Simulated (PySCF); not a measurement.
Species: C₄H₆O₂.
Numbering: `[CH2:1]=[CH:2][C:3](=[O:4])[O:5][CH3:6]`

Cartesian coordinates in Å at the PBE0-D3(BJ)/def2-SVP level; atoms count from 1:
```
atom  x, y, z in Å
C1     2.477   -0.335    0.107
C2     1.218   -0.772    0.048
C3     0.088    0.188    0.069
O4     0.186    1.386    0.157
O5    -1.085   -0.451   -0.027
C6    -2.236    0.371   -0.016
H7     2.675    0.739    0.174
H8     3.326   -1.023    0.091
H9     0.966   -1.833   -0.019
H10   -2.335    0.895    0.947
H11   -2.187    1.128   -0.813
H12   -3.094   -0.293   -0.173
```

Lines to be assigned: C 1s: 290.89 (area 1), 291.10 (area 1), 292.58 (area 1), 294.43 (area 1) eV; O 1s: 537.45 (area 1), 539.42 (area 1) eV.

Method used: delta-SCF UKS SCAN, pcX-2 on the ionised atom, pcseg-1 elsewhere, spin-free X2C in PySCF. Geometry: PBE0-D3(BJ)/def2-SVP, one conformer, isolated molecule.

Q: Order the carbon atoms by C 1s binding energy.

A: 290.89 eV: C1 (terminal =CH2 carbon); 291.10 eV: C2 (alkene CH carbon); 292.58 eV: C6 (methoxy carbon); 294.43 eV: C3 (ester carbonyl carbon). The listed C 1s values span 3.54 eV, from C1 (bonded to C (double bond) and 2 H) to C3 (bonded to O (double bond), O and C). Summing the Pauling electronegativity differences to the bonded atoms, each weighted by its formal bond order, gives -0.70 for the lowest site and +2.67 for the highest; no listed site has a larger sum than the highest.

Q: Order the oxygen atoms by O 1s binding energy.

A: 537.45 eV: O4 (ester carbonyl oxygen); 539.42 eV: O5 (ester single-bonded oxygen). The listed O 1s values span 1.97 eV, from O4 (bonded to C (double bond)) to O5 (bonded to 2 C).

Bonded neighbours of each site: C1: C (double bond) and 2 H; C2: C (double bond), C and H; C3: O (double bond), O and C; O4: C (double bond); O5: 2 C; C6: O and 3 H.

Q: Express the binding energy of C 1s of C2 in atomic units and per mole.

A: 291.10 eV = 10.6977 Eh = 28087 kJ/mol.

On an Arm Neoverse V1 with one thread, no GPU (shared host), this took 36 s wall and 0.49 GiB of memory at its peak.
